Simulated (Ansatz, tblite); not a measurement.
# Mg(SiH3)2 (MgSi2H6): charged states by level of theory

One table from this session's results is given with a row withheld; the runs are named, their logs left out.

Program: Ansatz 0.2.0, Gaussian basis. Level of theory: as each input shows. These are calculated values, not measurements.

Plan: charge +1 doublet, at the geometry of the singlet (PBE0-D4/def2-TZVP, PBE-D4/def2-TZVP, r2SCAN-D4/def2-TZVP, CCSD(T)/def2-TZVPP); the starting singlet's energies come from earlier runs.

**The relaxed structure**

The geometry is that of the singlet, from an earlier relaxation (r2SCAN-D4/def2-TZVP).

9 atoms, charge 0, spin multiplicity 1.

Atoms are counted from 1 here; the program's logs count them from 0.

Bond lengths: Mg1–Si2 2.586 Å, Mg1–Si6 2.587 Å, Si2–H3 1.495 Å, Si2–H4 1.495 Å, Si2–H5 1.495 Å, Si6–H7 1.495 Å, Si6–H8 1.495 Å, Si6–H9 1.495 Å. Angles: Si2–Mg1–Si6 178.9°, Mg1–Si2–H3 113.0°, Mg1–Si2–H4 112.9°, Mg1–Si2–H5 113.7°, H3–Si2–H4 105.4°, H3–Si2–H5 105.5°, H4–Si2–H5 105.5°, Mg1–Si6–H7 113.5°, Mg1–Si6–H8 113.2°, Mg1–Si6–H9 113.0°, H7–Si6–H8 105.5°, H7–Si6–H9 105.5°, H8–Si6–H9 105.4°.

The first run:

in.yaml

```yaml
crystal:
  periodic: [false, false, false]
  atoms:
    - {symbol: Mg, position_ang: [0.016757, 0.023876, 0.000224]}
    - {symbol: Si, position_ang: [0.000602, -0.014590, 2.586387]}
    - {symbol: H, position_ang: [0.887209, -1.072317, 3.161551]}
    - {symbol: H, position_ang: [-1.355837, -0.280333, 3.156773]}
    - {symbol: H, position_ang: [0.451586, 1.266953, 3.209998]}
    - {symbol: Si, position_ang: [0.004165, 0.021363, -2.586279]}
    - {symbol: H, position_ang: [1.321255, 0.390300, -3.189858]}
    - {symbol: H, position_ang: [-0.985096, 0.977486, -3.171771]}
    - {symbol: H, position_ang: [-0.340630, -1.312738, -3.167025]}
basis:
  gaussian: {orbitals: def2-SVP}
total_charge: 1
magnetization: {spin_polarized: true, initial_magnetization: 1}
hamiltonian: {xc: pbe0, dispersion: d4}
output: {orbitals: {seedname: orbitals}}
```

Started as:

```console
$ ansatz run in.yaml --threads 4 --pin off --events-out ev --progress --plain --max-ram 3916MiB
```

Among the steps run: Charge +1 doublet at the fixed geometry, first pass, PBE0-D4/def2-SVP; Charge +1 doublet at the fixed geometry, PBE0-D4/def2-TZVP; Charge +1 doublet at the fixed geometry, PBE-D4/def2-TZVP; Charge +1 doublet at the fixed geometry, r2SCAN-D4/def2-TZVP; Charge +1 doublet at the fixed geometry, CCSD(T)/def2-TZVPP.

One table of the session follows, with a row left open; its other results are not shown here.

It belongs to the step «Vertical ionisation energy». 

| method | vertical ionisation energy (eV) |
| --- | --- |
| HF/def2-TZVPP | 7.70 |
| PBE-D4/def2-TZVP | 8.17 |
| r2SCAN-D4/def2-TZVP | 8.24 |
| PBE0-D4/def2-TZVP | 8.33 |
| MP2/def2-TZVPP | 8.51 |
| CCSD/def2-TZVPP | 8.47 |
| CCSD(T)/def2-TZVPP | ? |

Estimate the missing values for CCSD(T)/def2-TZVPP.

The run gave: vertical ionisation energy (eV): 8.50. In the column «vertical ionisation energy (eV)» it lies between CCSD/def2-TZVPP (8.47) and MP2/def2-TZVPP (8.51).
